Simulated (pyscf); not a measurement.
Thermochemistry of product channels of PH₃ + AlH [singlet] on the singlet surface, in kcal/mol, from ωB97M-D3(BJ)/def2-TZVP energies (ideal gas, 1 atm, RRHO with modes under 100 cm⁻¹ raised to 100, one conformer, R ln 2 for rigid chiral ones). Structures and frequencies: ωB97X-D3(BJ)/def2-SVP in PySCF.

```json
[
 {"products": "HAl=PH + hydrogen (H₂)", "ΔE": "+3.0", "ΔH(298 K)": "+1.0", "ΔG(900 K)": "+0.8", "ΔG(1200 K)": "+0.1"},
 {"products": "Al–PH₂ [singlet] + hydrogen (H₂)", "ΔE": "…", "ΔH(298 K)": "-10.7", "ΔG(900 K)": "-11.4", "ΔG(1200 K)": "…"}
]
```

**Question.** Some entries are withheld; supply them.

**Answer.** 
- Al–PH₂ [singlet] + hydrogen (H₂), ΔE: -9.9
- Al–PH₂ [singlet] + hydrogen (H₂), ΔG(1200 K): -12.2

These are energies of the channels, which say nothing of barriers.
